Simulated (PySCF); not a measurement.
## Basis set benchmark on one molecule

Molecule: `C=CC#CC`, C5H6.

Bonds (- single, = double, # triple, : aromatic): C1=C2 1.341 Å, C2-C3 1.423 Å, C3#C4 1.216 Å, C4-C5 1.452 Å. C1 carries H6, H7; C2 carries H8; C5 carries H9, H10, H11. H6 is cis to C3; H7 is trans to C3.

Geometry PBE0-D3(BJ)/def2-SVP throughout; GIAO in PySCF 2.14, gas phase, one conformer, non-relativistic; equivalent atoms averaged; functional PBE0.

Reference values (measured; solution, not stated per compound (mostly CDCl3 or CCl4); Pretsch, Buehlmann, Badertscher, Structure Determination of Organic Compounds, 4th ed. (2009)): δ(H8) = 5.62 ppm, δ(H7) = 5.24 ppm, δ(H6) = 5.39 ppm. Computed shifts are taken against TMS, calculated as an isolated molecule at each level.

Q: How do the basis sets STO-3G, 6-31G, pcSseg-0, 6-31G*, def2-SVP, cc-pVDZ, pcSseg-1, aug-cc-pVDZ, 6-311+G(2d,p), def2-TZVP, cc-pVTZ, IGLO-III, pcSseg-2 perform against the reference? Times are CPU seconds on shared hosts with different chips, so compare them loosely.

A: 
| basis set | functions | H8 | H7 | H6 | mean abs. error H | core-s |
| --- | --- | --- | --- | --- | --- | --- |
| STO-3G | 31 | 5.50 | 5.74 | 5.62 | 0.28 | 1.9 |
| 6-31G | 57 | 6.17 | 5.81 | 6.04 | 0.59 | 3.5 |
| pcSseg-0 | 57 | 6.04 | 5.87 | 6.06 | 0.57 | 3.2 |
| 6-31G* | 82 | 5.79 | 5.46 | 5.61 | 0.20 | 4.8 |
| def2-SVP | 100 | 5.75 | 5.43 | 5.64 | 0.19 | 5.7 |
| cc-pVDZ | 100 | 5.80 | 5.52 | 5.69 | 0.25 | 6.1 |
| pcSseg-1 | 115 | 5.88 | 5.64 | 5.82 | 0.36 | 7.1 |
| aug-cc-pVDZ | 169 | 6.17 | 5.73 | 5.87 | 0.51 | 13 |
| 6-311+G(2d,p) | 171 | 6.07 | 5.61 | 5.81 | 0.41 | 14 |
| def2-TZVP | 191 | 6.05 | 5.62 | 5.81 | 0.41 | 18 |
| cc-pVTZ | 234 | 6.03 | 5.63 | 5.77 | 0.39 | 20 |
| IGLO-III | 235 | 6.09 | 5.62 | 5.79 | 0.42 | 20 |
| pcSseg-2 | 264 | 6.09 | 5.64 | 5.83 | 0.44 | 20 |

For ¹H the closest is def2-SVP (0.19 ppm, with 6-31G* practically level) and the furthest 6-31G (0.59 ppm). Where a smaller basis beats a larger one, errors probably cancel; the largest sets show where the functional converges. One molecule is a small sample, and vibrational and solvent effects are absent from the calculation.

A small basis that lands close on one nucleus may do so by chance; judge by the trend and by all nuclei.
